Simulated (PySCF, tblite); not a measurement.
# Si₂H₅Cl: dynamics, then NMR shifts on frames

How do NMR shifts of Si₂H₅Cl (`[SiH3][SiH2]Cl`) change as the atoms move?

Computed with tblite 0.8.0 and PySCF 2.14.0, with density-fitted response routines of our own, on a single molecule in the gas phase. Atoms are numbered from 0 throughout.

### Step 1. Starting geometry

8 atoms, charge 0, multiplicity 1; geometry from: GFN2-xTB.

Bonds of the start (Å): Si0–Si1 2.31, Si1–Cl2 2.03, Si0–H3 1.46, Si0–H4 1.47, Si0–H5 1.47, Si1–H6 1.47, Si1–H7 1.47.

### Step 2. Dynamics with GFN2-xTB

Job settings and geometry (Å):

```
{"job": {"kind": "md", "xc": "GFN2-xTB", "basis": "xTB", "temperature": 300, "steps": 2000, "every": 50, "frames": 5}, "charge": 0, "multiplicity": 1}
Si     1.186520     0.141583     0.020917
Si    -1.094839    -0.235176     0.059363
Cl    -2.066867     1.104782    -1.117044
H      1.865707    -0.835698     0.874978
H      1.764148     0.014471    -1.319594
H      1.553572     1.471189     0.514647
H     -1.704302    -0.099245     1.385015
H     -1.494882    -1.552494    -0.442847
```

Level: GFN2-xTB Langevin dynamics, gas phase.

On the command line:

```sh
$ OMP_NUM_THREADS=1 python probes_run.py task.json out
```

This one command runs all jobs of the session in turn.

Log:

```text
t/fs     T/K      E/eV
    0.0   234.1   -288.24251
   25.0   174.3   -288.06236
   50.0   222.5   -287.95791
   75.0   301.3   -288.07488
  100.0   283.3   -288.11528
  125.0   211.8   -288.03569
  150.0   220.5   -288.05985
  175.0   322.5   -288.12953
  200.0   151.4   -287.95287
  225.0   351.7   -288.06659
  250.0   332.2   -288.09020
  275.0   230.5   -288.03611
  300.0   287.6   -288.05947
  325.0   234.5   -288.00774
  350.0   293.0   -288.04676
  375.0   215.1   -288.02067
  400.0   463.3   -288.06456
  425.0   478.4   -288.07107
  450.0   304.0   -287.90715
  475.0   349.2   -287.97763
  500.0   413.5   -288.07324
  525.0   329.4   -287.91990
  550.0   302.1   -287.95181
  575.0   329.5   -288.02481
  600.0   239.5   -287.93899
  625.0   320.8   -288.04730
  650.0   217.5   -288.03577
  675.0   249.3   -288.03016
  700.0   256.2   -287.90585
  725.0   284.6   -288.09745
  750.0   304.3   -288.09865
  775.0   234.5   -287.97829
  800.0   250.2   -288.02083
  825.0   261.7   -288.05997
  850.0   318.9   -288.05387
  875.0   232.1   -287.98652
  900.0   255.0   -288.08056
  925.0   253.1   -288.16303
  950.0   143.4   -288.13163
  975.0   180.9   -288.08677
 1000.0   246.3   -288.12387
```

Run time: 5.5 s. Hardware: 1 thread of INTEL XEON PLATINUM 8581C at 2.10GHz, shared host; peak memory 0.18 GiB.

Distance from the start (root mean square after alignment): 0 fs 0.00 Å, 200 fs 1.06 Å, 400 fs 1.61 Å, 600 fs 0.69 Å, 800 fs 0.39 Å, 1000 fs 0.77 Å.

Positions (Å) and forces (eV/Å) at 1000 fs:

```xyz
8

Si   -0.205    0.311    0.104    0.416    0.224    0.271
Si   -1.873   -0.589   -1.171    0.567   -0.506   -0.477
Cl   -2.960    0.953   -1.909   -0.103   -0.294   -0.022
H    -0.376    0.090    1.551    0.056   -0.018   -0.159
H     1.131   -0.212   -0.269   -0.277    0.147    0.114
H    -0.211    1.769   -0.078    0.163   -0.046    0.058
H    -2.638   -1.552   -0.375   -0.252    0.091   -0.225
H    -1.231   -1.372   -2.303   -0.570    0.403    0.441
```

### Step 3. Shielding tensors: 250 fs, PBE0/pcSseg-1

Job settings and geometry (Å):

```
{"job": {"kind": "nmr", "xc": "PBE0", "basis": "pcSseg-1", "pop": false}, "charge": 0, "multiplicity": 1}
Si     1.142000     0.058400     0.230900
Si    -0.907300    -0.649800    -0.463900
Cl    -1.871700     0.704200    -1.669100
H      1.075100     1.267000     1.232100
H      1.791100    -1.117100     0.797600
H      2.017400     0.512600    -0.833900
H     -1.762000    -0.819100     0.758300
H     -1.066100    -1.932000    -1.214900
```

Method: GIAO PBE0/pcSseg-1 NMR shielding, non-relativistic, gas phase.

Log:

```text
coarse grid: 7976 points
cycle   1  E = -1041.7445252574  dE = -6.822e-02  |g| = 2.370e-01  |ddm| = 2.423e+00
cycle   2  E = -1041.7426226869  dE =  1.903e-03  |g| = 2.614e-01  |ddm| = 6.269e-01
cycle   3  E = -1041.7608407841  dE = -1.822e-02  |g| = 1.446e-02  |ddm| = 3.403e-01
cycle   4  E = -1041.7608809003  dE = -4.012e-05  |g| = 3.224e-03  |ddm| = 1.800e-02
cycle   5  E = -1041.7608835683  dE = -2.668e-06  |g| = 1.190e-03  |ddm| = 5.901e-03
final grid: 62464 points
cycle   6  E = -1041.7757735713  dE = -1.105e-05  |g| = 2.807e-03  |ddm| = 9.826e-03
cycle   7  E = -1041.7757736814  dE = -1.102e-07  |g| = 1.909e-03  |ddm| = 4.070e-03
cycle   8  E = -1041.7757743723  dE = -6.908e-07  |g| = 3.958e-04  |ddm| = 2.577e-03
cycle   9  E = -1041.7757744146  dE = -4.238e-08  |g| = 4.398e-05  |ddm| = 5.055e-04
cycle  10  E = -1041.7757744151  dE = -4.873e-10  |g| = 7.472e-06  |ddm| = 6.329e-05
converged SCF energy = -1041.7757744151

GIAO shielding tensors (ppm)
atom      isotropic    diamagn.    paramagn.     s11        s22        s33       span
  0 Si     457.482     879.528    -422.046    431.242    463.476    477.728     46.486
  1 Si     377.604     877.396    -499.792    310.006    362.539    460.267    150.262
  2 Cl    1051.219    1148.063     -96.844    982.894   1075.448   1095.315    112.421
  3 H       26.557      27.109      -0.552     23.686     24.579     31.407      7.721
  4 H       28.307      28.788      -0.481     25.050     25.809     34.062      9.012
  5 H       28.193      28.923      -0.731     24.916     26.180     33.482      8.566
  6 H       25.940      27.767      -1.827     22.063     24.920     30.838      8.775
  7 H       25.830      27.302      -1.471     21.491     24.596     31.404      9.913
```

Wall time 3.9 s (1 thread of INTEL XEON PLATINUM 8581C at 2.10GHz, shared host); peak memory 0.42 GiB.

Shifts follow as δ = σ(reference) − σ, with reference shieldings (ppm) from runs at the same level and on the same kind of geometry: 1H TMS 31.72, 29Si TMS 349.2, 35Cl HCl 950. The references are single molecules in the gas phase. Each atom is listed at this fixed geometry, with no averaging over motion; a spectrum would average atoms that exchange fast.

| atoms | environment | σ (ppm) | δ (ppm) |
| --- | --- | --- | --- |
| H7 | hydrogen on a silicon bonded to Cl, Si | 25.83 | 5.89 |
| H6 | hydrogen on a silicon bonded to Cl, Si | 25.94 | 5.78 |
| H3 | hydrogen on a silicon bonded to Si | 26.56 | 5.16 |
| H5 | hydrogen on a silicon bonded to Si | 28.19 | 3.52 |
| H4 | hydrogen on a silicon bonded to Si | 28.31 | 3.41 |
| Si1 | silicon bonded to Cl, Si, 2 H | 377.6 | -28.4 |
| Si0 | silicon bonded to Si, 3 H | 457.5 | -108.3 |
| Cl2 | chlorine bonded to Si | 1051 | -101 |

### Step 4. Nuclear shieldings: 425 fs, PBE0/pcSseg-1

Job settings and geometry (Å):

```
{"job": {"kind": "nmr", "xc": "PBE0", "basis": "pcSseg-1", "pop": false}, "charge": 0, "multiplicity": 1}
Si     0.954600    -0.029800    -0.117800
Si    -1.314000    -0.639700    -0.438600
Cl    -1.739600     0.529300    -2.038100
H      1.646800     0.316800    -1.400900
H      1.206400     1.075900     0.825500
H      1.683700    -1.119500     0.442000
H     -2.265600    -0.236900     0.590400
H     -1.533200    -2.032900    -1.005800
```

Level: GIAO PBE0/pcSseg-1 NMR shielding, non-relativistic, gas phase.

Log:

```text
coarse grid: 7976 points
cycle   1  E = -1041.7397436854  dE = -5.250e-02  |g| = 2.459e-01  |ddm| = 2.433e+00
cycle   2  E = -1041.7384463041  dE =  1.297e-03  |g| = 2.682e-01  |ddm| = 6.508e-01
cycle   3  E = -1041.7575912196  dE = -1.914e-02  |g| = 1.438e-02  |ddm| = 3.413e-01
cycle   4  E = -1041.7576269877  dE = -3.577e-05  |g| = 3.604e-03  |ddm| = 1.624e-02
cycle   5  E = -1041.7576300757  dE = -3.088e-06  |g| = 1.158e-03  |ddm| = 5.365e-03
final grid: 62464 points
cycle   6  E = -1041.7723224925  dE = -1.068e-05  |g| = 2.738e-03  |ddm| = 9.193e-03
cycle   7  E = -1041.7723226308  dE = -1.384e-07  |g| = 1.809e-03  |ddm| = 3.758e-03
cycle   8  E = -1041.7723232301  dE = -5.993e-07  |g| = 3.648e-04  |ddm| = 2.348e-03
cycle   9  E = -1041.7723232664  dE = -3.623e-08  |g| = 3.849e-05  |ddm| = 4.651e-04
cycle  10  E = -1041.7723232667  dE = -3.599e-10  |g| = 7.213e-06  |ddm| = 5.471e-05
converged SCF energy = -1041.7723232667

GIAO shielding tensors (ppm)
atom      isotropic    diamagn.    paramagn.     s11        s22        s33       span
  0 Si     452.839     879.624    -426.785    407.261    467.026    484.229     76.968
  1 Si     379.456     877.220    -497.764    345.300    366.233    426.834     81.534
  2 Cl    1037.951    1148.240    -110.289    946.158   1069.728   1097.966    151.808
  3 H       27.598      28.384      -0.786     24.190     26.267     32.337      8.147
  4 H       27.779      28.754      -0.974     24.814     25.537     32.987      8.173
  5 H       28.681      29.627      -0.946     25.271     26.133     34.638      9.367
  6 H       26.145      27.914      -1.769     22.280     24.658     31.497      9.217
  7 H       25.399      26.816      -1.417     21.352     23.994     30.851      9.498
```

Wall time 3.6 s (1 thread of INTEL XEON PLATINUM 8581C at 2.10GHz, shared host); peak memory 0.44 GiB.

In short: δ Si1 -30.3, Si0 -103.7, Cl2 -88, H7 6.32, H6 5.57 ppm.

### Step 5. NMR shieldings: 625 fs, PBE0/pcSseg-1

Job settings and geometry (Å):

```
{"job": {"kind": "nmr", "xc": "PBE0", "basis": "pcSseg-1", "pop": false}, "charge": 0, "multiplicity": 1}
Si     0.605600     0.334700    -0.255300
Si    -1.389300    -0.709500    -0.918800
Cl    -2.224300     0.320500    -2.435600
H      1.547800    -0.744500     0.010200
H      1.137700     1.377700    -1.012100
H      0.365000     0.813500     1.061500
H     -2.243500    -0.831800     0.291900
H     -1.346000    -2.106200    -1.468900
```

With the program's defaults for keys left out, this is: GIAO PBE0/pcSseg-1 NMR shielding, non-relativistic, gas phase.

Log:

```text
coarse grid: 7976 points
cycle   1  E = -1041.7402335265  dE = -3.452e-03  |g| = 2.277e-01  |ddm| = 2.456e+00
cycle   2  E = -1041.7400436536  dE =  1.899e-04  |g| = 2.393e-01  |ddm| = 5.680e-01
cycle   3  E = -1041.7548786160  dE = -1.483e-02  |g| = 1.574e-02  |ddm| = 3.017e-01
cycle   4  E = -1041.7549336313  dE = -5.502e-05  |g| = 3.630e-03  |ddm| = 2.228e-02
cycle   5  E = -1041.7549376508  dE = -4.020e-06  |g| = 1.023e-03  |ddm| = 7.150e-03
final grid: 62464 points
cycle   6  E = -1041.7693891468  dE = -1.082e-05  |g| = 2.905e-03  |ddm| = 8.966e-03
cycle   7  E = -1041.7693892981  dE = -1.513e-07  |g| = 2.009e-03  |ddm| = 4.517e-03
cycle   8  E = -1041.7693900680  dE = -7.699e-07  |g| = 3.654e-04  |ddm| = 2.726e-03
cycle   9  E = -1041.7693901038  dE = -3.576e-08  |g| = 4.710e-05  |ddm| = 4.706e-04
cycle  10  E = -1041.7693901044  dE = -5.634e-10  |g| = 7.011e-06  |ddm| = 6.465e-05
converged SCF energy = -1041.7693901044

GIAO shielding tensors (ppm)
atom      isotropic    diamagn.    paramagn.     s11        s22        s33       span
  0 Si     469.600     880.935    -411.335    433.039    478.941    496.821     63.781
  1 Si     380.356     877.043    -496.687    325.676    350.581    464.810    139.134
  2 Cl    1041.885    1147.451    -105.566    960.650   1060.976   1104.029    143.379
  3 H       28.462      29.494      -1.032     25.100     26.099     34.187      9.087
  4 H       29.295      30.289      -0.994     25.613     27.214     35.058      9.445
  5 H       28.897      30.426      -1.529     25.407     26.757     34.528      9.121
  6 H       26.115      27.763      -1.648     22.596     24.776     30.972      8.376
  7 H       25.832      27.351      -1.519     21.695     24.387     31.413      9.718
```

It took 3.7 s on 1 thread of INTEL XEON PLATINUM 8581C at 2.10GHz, shared host; peak memory 0.44 GiB.

Key values: δ Si1 -31.2, Si0 -120.4, Cl2 -92, H7 5.89, H6 5.60 ppm.

### Step 6. NMR shieldings: 800 fs, PBE0/pcSseg-1

Job settings and geometry (Å):

```
{"job": {"kind": "nmr", "xc": "PBE0", "basis": "pcSseg-1", "pop": false}, "charge": 0, "multiplicity": 1}
Si     0.442900     0.388700     0.146900
Si    -1.474200    -0.765000    -0.794100
Cl    -2.248500     0.445500    -2.236600
H      0.546500     0.056200     1.589800
H      1.754200     0.143500    -0.536800
H      0.183900     1.873700    -0.214100
H     -2.576800    -1.010100     0.075700
H     -1.225300    -2.047100    -1.516900
```

Method: GIAO PBE0/pcSseg-1 NMR shielding, non-relativistic, gas phase.

Log:

```text
coarse grid: 7976 points
cycle   1  E = -1041.7417938681  dE = -1.134e-01  |g| = 2.406e-01  |ddm| = 2.417e+00
cycle   2  E = -1041.7406822436  dE =  1.112e-03  |g| = 2.595e-01  |ddm| = 6.225e-01
cycle   3  E = -1041.7585334491  dE = -1.785e-02  |g| = 1.504e-02  |ddm| = 3.295e-01
cycle   4  E = -1041.7585720719  dE = -3.862e-05  |g| = 4.376e-03  |ddm| = 1.958e-02
cycle   5  E = -1041.7585768019  dE = -4.730e-06  |g| = 1.527e-03  |ddm| = 7.235e-03
final grid: 62464 points
cycle   6  E = -1041.7735584004  dE = -1.081e-05  |g| = 2.927e-03  |ddm| = 9.186e-03
cycle   7  E = -1041.7735586158  dE = -2.154e-07  |g| = 1.947e-03  |ddm| = 4.173e-03
cycle   8  E = -1041.7735593584  dE = -7.426e-07  |g| = 3.635e-04  |ddm| = 2.468e-03
cycle   9  E = -1041.7735593950  dE = -3.661e-08  |g| = 5.211e-05  |ddm| = 4.670e-04
cycle  10  E = -1041.7735593957  dE = -6.744e-10  |g| = 6.563e-06  |ddm| = 6.899e-05
converged SCF energy = -1041.7735593957

GIAO shielding tensors (ppm)
atom      isotropic    diamagn.    paramagn.     s11        s22        s33       span
  0 Si     439.977     878.795    -438.818    396.038    444.284    479.610     83.572
  1 Si     377.868     876.848    -498.980    322.163    367.032    444.410    122.247
  2 Cl    1038.578    1147.687    -109.109    958.725   1052.102   1104.908    146.183
  3 H       27.545      28.462      -0.917     24.359     25.140     33.136      8.777
  4 H       27.224      28.284      -1.060     24.503     25.054     32.116      7.613
  5 H       26.673      27.636      -0.964     23.533     25.770     30.715      7.182
  6 H       26.703      28.402      -1.699     22.358     25.353     32.397     10.039
  7 H       25.937      27.274      -1.337     21.870     24.681     31.259      9.389
```

It took 3.6 s on 1 thread of INTEL XEON PLATINUM 8581C at 2.10GHz, shared host; peak memory 0.44 GiB.

This run: δ Si1 -28.7, Si0 -90.8, Cl2 -89, H7 5.78, H5 5.04 ppm.

### Step 7. NMR shieldings: 1000 fs, PBE0/pcSseg-1

Job settings and geometry (Å):

```
{"job": {"kind": "nmr", "xc": "PBE0", "basis": "pcSseg-1", "pop": false}, "charge": 0, "multiplicity": 1}
Si    -0.204700     0.310600     0.103600
Si    -1.872600    -0.589400    -1.170500
Cl    -2.959900     0.953100    -1.909500
H     -0.375800     0.090300     1.551000
H      1.130800    -0.212400    -0.269300
H     -0.210600     1.769200    -0.077600
H     -2.637500    -1.552100    -0.374700
H     -1.231200    -1.372200    -2.302800
```

Level: GIAO PBE0/pcSseg-1 NMR shielding, non-relativistic, gas phase.

Log:

```text
coarse grid: 7976 points
cycle   1  E = -1041.7487818476  dE = -3.412e-02  |g| = 2.198e-01  |ddm| = 2.443e+00
cycle   2  E = -1041.7478891122  dE =  8.927e-04  |g| = 2.346e-01  |ddm| = 5.452e-01
cycle   3  E = -1041.7623502858  dE = -1.446e-02  |g| = 1.498e-02  |ddm| = 2.947e-01
cycle   4  E = -1041.7623959284  dE = -4.564e-05  |g| = 2.400e-03  |ddm| = 1.706e-02
cycle   5  E = -1041.7623971630  dE = -1.235e-06  |g| = 7.503e-04  |ddm| = 4.139e-03
final grid: 62464 points
cycle   6  E = -1041.7774487564  dE = -1.102e-05  |g| = 2.747e-03  |ddm| = 9.512e-03
cycle   7  E = -1041.7774488747  dE = -1.182e-07  |g| = 1.755e-03  |ddm| = 3.551e-03
cycle   8  E = -1041.7774493762  dE = -5.015e-07  |g| = 3.770e-04  |ddm| = 2.257e-03
cycle   9  E = -1041.7774494143  dE = -3.818e-08  |g| = 3.757e-05  |ddm| = 4.756e-04
cycle  10  E = -1041.7774494147  dE = -3.261e-10  |g| = 9.321e-06  |ddm| = 5.647e-05
converged SCF energy = -1041.7774494147

GIAO shielding tensors (ppm)
atom      isotropic    diamagn.    paramagn.     s11        s22        s33       span
  0 Si     455.016     880.727    -425.711    427.340    458.011    479.699     52.359
  1 Si     384.717     878.083    -493.365    331.909    351.178    471.065    139.157
  2 Cl    1041.332    1147.413    -106.082    980.229   1061.456   1082.309    102.080
  3 H       27.935      29.304      -1.369     24.776     25.685     33.343      8.567
  4 H       27.882      29.283      -1.401     24.598     25.567     33.480      8.882
  5 H       28.056      29.540      -1.484     24.561     26.970     32.638      8.077
  6 H       26.443      28.086      -1.642     22.618     24.864     31.848      9.230
  7 H       25.871      27.547      -1.675     21.991     24.382     31.240      9.249
```

It took 3.7 s on 1 thread of INTEL XEON PLATINUM 8581C at 2.10GHz, shared host; peak memory 0.44 GiB.

This run: δ Si1 -35.6, Si0 -105.9, Cl2 -92, H7 5.85, H6 5.27 ppm.

### Step 8. Side by side: NMR shifts

Shifts (ppm) of some atoms, chosen among heavy atoms and hydrogens apart, with basis size and wall time:

| frame | H6 | H3 | H5 | H4 | Si1 | Si0 | Cl2 | functions | time |
| --- | --- | --- | --- | --- | --- | --- | --- | --- | --- |
| 250 fs | 5.78 | 5.16 | 3.52 | 3.41 | -28.4 | -108.3 | -101 | 97 | 3.9 s |
| 425 fs | 5.57 | 4.12 | 3.04 | 3.94 | -30.3 | -103.7 | -88 | 97 | 3.6 s |
| 625 fs | 5.60 | 3.26 | 2.82 | 2.42 | -31.2 | -120.4 | -92 | 97 | 3.7 s |
| 800 fs | 5.01 | 4.17 | 5.04 | 4.49 | -28.7 | -90.8 | -89 | 97 | 3.6 s |
| 1000 fs | 5.27 | 3.78 | 3.66 | 3.84 | -35.6 | -105.9 | -92 | 97 | 3.7 s |

### Step 9. Summary of results

| quantity | value |
| --- | --- |
| thermostat | 300 K |
| mean temperature, second half | 268 K |
| mean potential energy above the minimum | 0.20 eV |
| 1H shifts against TMS (PBE0/pcSseg-1, 250 fs) | 5.89, 5.78, 5.16, 3.52, 3.41 ppm |
| 29Si shifts against TMS (PBE0/pcSseg-1, 250 fs) | -28.4, -108.3 ppm |
| 35Cl shifts against HCl (PBE0/pcSseg-1, 250 fs) | -101 ppm |
| range of the shift of Si0 | -120.4 to -90.8 ppm |

What this shows: In the second half the potential energy averages 0.20 eV above the minimum; equipartition over 18 harmonic modes at 300 K would give 0.23 eV. With 8 atoms the temperature swings widely (143 to 478 K). Shifts at one fixed geometry are not the observed spectrum, which averages over the motion. In the first frame run (250 fs): Shielding is most anisotropic at Si1 (span 150 ppm, paramagnetic term -500 ppm). Across the 5 runs the shift of Si0 moves most, between -120.4 (625 fs) and -90.8 ppm (800 fs).
